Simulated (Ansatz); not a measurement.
2H WSe2, treated with PBE0-D4 (Ansatz, an electronic-structure program, PAW).

Estimate the interlayer binding energy, layer repeat distance and gap between the layers that the calculation returns.


interlayer binding energy: 34.4 meV/Å²
layer repeat distance: 6.390 Å
gap between the layers: 3.054 Å

Spin–orbit coupling is not included.

Static lattice: no zero-point or thermal effects.

It cost roughly 70 core-minutes of CPU time.
